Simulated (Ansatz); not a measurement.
# CH2LiS radical (SMILES [Li][CH]S): single points off equilibrium

One table from this session's results is given with a row withheld; the runs are named, their logs left out.

Program: Ansatz 0.2.0, Gaussian basis. Level of theory: single points in def2-TZVPP. These are calculated values, not measurements.

Cores are frozen in the correlated methods. The outer core shell of Li, Na, Mg and K is correlated. Orbitals are unrestricted. B3LYP uses VWN-RPA correlation.

### Starting geometry

SMILES `[Li][CH]S`, 5 atoms, charge 0, spin multiplicity 2.

Atoms are counted from 1 here; the program's logs count them from 0.

Bond lengths: Li1–C2 2.029 Å, C2–S3 1.695 Å, C2–H4 1.039 Å, S3–H5 1.385 Å. Angles: Li1–C2–S3 108.2°, Li1–C2–H4 138.7°, S3–C2–H4 112.2°, C2–S3–H5 103.4°.

As a file:

```
Li   -1.79010   -1.46090   -0.36380
C    -0.28120   -0.31170    0.35730
S     0.30270    0.64960   -0.91060
H     0.31650   -0.25070    1.20440
H     1.35050    1.34380   -0.32950
```

Set-up of the first run:

run/in.yaml

```yaml
crystal:
  periodic: [false, false, false]
  atoms:
    - {symbol: Li, position_ang: [-1.790100, -1.460900, -0.363800]}
    - {symbol: C, position_ang: [-0.281200, -0.311700, 0.357300]}
    - {symbol: S, position_ang: [0.302700, 0.649600, -0.910600]}
    - {symbol: H, position_ang: [0.316500, -0.250700, 1.204400]}
    - {symbol: H, position_ang: [1.350500, 1.343800, -0.329500]}
basis:
  gaussian: {orbitals: def2-TZVPP}
magnetization: {spin_polarized: true, initial_magnetization: 1}
correlation: {method: ccsd_t}
scf: {omitted_lower_state_checks: [cluster_reference]}
output: {forces: true}
```

The command line of these runs was not kept.

Among the steps run: CCSD(T)/def2-TZVPP; PBE0-D4/def2-TZVPP; wB97M-V/def2-TZVPP; r2SCAN-D4/def2-TZVPP; PBE-D4/def2-TZVPP; LC-wPBE/def2-TZVPP; B3LYP-D4/def2-TZVPP.

One of the session's tables, all rows but one given; the rest of the session is left out.

```
   method  RMS force component (eV/Å)  angle to CCSD(T) forces (°)  dipole (D)
  CCSD(T)                       1.006                    reference        5.63
  PBE0-D4                       0.981                          9.8        5.53
  wB97M-V                       0.957                          6.2        5.48
r2SCAN-D4                       0.961                          7.5        5.63
   PBE-D4                       1.008                         13.9        5.23
  LC-wPBE                       0.993                         11.0        5.65
 B3LYP-D4                           ?                            ?           ?
```

Estimate the missing values for B3LYP-D4.

**Answer.** RMS force component (eV/Å): 0.961; angle to CCSD(T) forces (°): 6.1; dipole (D): 5.42.
